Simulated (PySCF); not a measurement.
CCl4, SMILES `ClC(Cl)(Cl)Cl`, neutral singlet in the gas phase. 

Cartesian coordinates (Å):
SMILES: ClC(Cl)(Cl)Cl
```xyz
5

Cl     1.3123     0.8921    -0.7679
C      0.0000     0.0000     0.0000
Cl     0.6557    -1.0343     1.2680
Cl    -1.1496     1.1359     0.7041
Cl    -0.8185    -0.9937    -1.2043
```
Charge 0, spin multiplicity 1.

All levels are single points at this geometry (PBE0-D4/def2-TZVP); Pople sets use spherical d functions. Orbital energies aren't observables, and empty levels follow the basis.

PBE/6-31G* in PySCF gives HOMO (eV) = -7.61.

### Question
Estimate the HOMO (eV) from each of these levels: B3LYP-D3(BJ)/def2-TZVP in PySCF; PBE0-D4/def2-TZVP in PySCF; BP86/6-31G* in PySCF; HF/3-21G in PySCF; HF/STO-3G in PySCF.

### Answer

| level | HOMO (eV) |
|---|---|
| B3LYP-D3(BJ)/def2-TZVP in PySCF | -8.76 |
| PBE0-D4/def2-TZVP in PySCF | -9.06 |
| BP86/6-31G* in PySCF | -7.71 |
| HF/3-21G in PySCF | -12.96 |
| HF/STO-3G in PySCF | -11.85 |
